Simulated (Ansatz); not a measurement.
**BH (triplet): from Hartree-Fock to the top rungs, cc-pVQZ**

The task here is to estimate one member of a computed series from the others.

Program: Ansatz 0.2.0, Gaussian basis. Level of theory: cc-pVQZ, core rule «outside noble gas», up to 1 orbitals frozen. These are calculated values, not measurements.

To be run: UHF; CCSD(T) on ROHF; CCSD(T) on UHF; BCCD(T) on ROHF; CCSDT(Q) on ROHF; CCSDT(Q) on UHF; CASSCF and MRCISD+Q, 4 electrons in 5 orbitals; CASSCF and NEVPT2, 4 electrons in 5 orbitals; Full CI.

22 further runs of the same task are left out: 4 for a known fault of the program, 3 that didn't finish, 15 set aside as unsound or not needed.

## The system

The geometry is a PBE0/def2-TZVP stationary point (not a proven minimum).

2 atoms, charge 0, spin multiplicity 3.

Atoms are counted from 1 here; the program's logs count them from 0.

Bond lengths: B1–H2 1.194 Å.

Coordinates:

```xyz
2

B     0.0000    0.0000    0.0000
H     0.0000    0.0000    1.1940
```

Set-up of the first run:

in.yaml reads:

```yaml
crystal:
  periodic: [false, false, false]
  atoms:
    - {symbol: B, position_ang: [0.000000, 0.000000, 0.000000]}
    - {symbol: H, position_ang: [0.000000, 0.000000, 1.194000]}
basis:
  gaussian: {orbitals: cc-pVQZ}
magnetization: {spin_polarized: true, initial_magnetization: 2}
hamiltonian: {xc: hf}
output: {orbitals: {seedname: orbitals}}
```

The run is started by

```
ansatz run in.yaml --threads 1 --pin off --events-out ev --progress --plain --max-ram 2393MiB
```

Steps of the session up to this table: UHF; CCSD(T) on ROHF; CCSD(T) on UHF; BCCD(T) on ROHF; CCSDT(Q) on ROHF; CCSDT(Q) on UHF; CASSCF and MRCISD+Q, 4 electrons in 5 orbitals; CASSCF and NEVPT2, 4 electrons in 5 orbitals; Full CI.

One of the session's tables, all rows but one given; the rest of the session is left out.

| method | from FCI (kcal/mol) |
| --- | --- |
| ROHF | +44.02 |
| UHF | +43.24 |
| RMP2 | +9.55 |
| UMP2 | +9.48 |
| RCCSD | +1.25 |
| UCCSD | +1.22 |
| RCCSD(T) | +0.27 |
| UCCSD(T) | +0.25 |
| BCCD(T) | +0.26 |
| RCCSDT | +0.01 |
| UCCSDT | ? |
| RCCSDT(Q) | 0.00 |
| UCCSDT(Q) | -0.02 |
| CASSCF valence | +29.48 |
| NEVPT2 valence | +8.56 |
| MRCISD valence | +1.50 |
| MRCISD+Q valence | +0.80 |
| FCI | 0 |

**Question.** Estimate the row for UCCSDT.

**Answer.** from FCI (kcal/mol): -0.01. In the column «from FCI (kcal/mol)» it lies between UCCSDT(Q) (-0.02) and RCCSDT(Q) (0.00).

Among the levels timed on like hardware and quicker than the yardstick, those that no quicker one beats, quickest first: NEVPT2 valence (2.1 s, +8.56 kcal/mol); MRCISD+Q valence (3.4 s, +0.80 kcal/mol); BCCD(T) (3.9 s, +0.26 kcal/mol); UCCSD(T) (12 s, +0.25 kcal/mol).

With the free atoms at the same levels and basis (separate runs), the atomisation energy is 2.333 eV at FCI, 2.332 eV at RCCSD(T), 2.332 eV at UCCSD(T), 2.390 eV at ROHF.

Limits of these values: The yardstick is full CI for this spin, exact in this basis with these frozen cores. Of the multireference levels listed MRCISD+Q valence comes nearest in total energy (+0.80 kcal/mol), which doesn't show that its space is the better one. Levels on UHF freeze UHF's core orbitals, full CI those of ROHF, so the U rows can settle a little off it for that reason alone. Restricted and unrestricted rows rest on different reference determinants; where their highest levels disagree by more than a few hundredths of an eV, they describe different states and don't form one ladder.
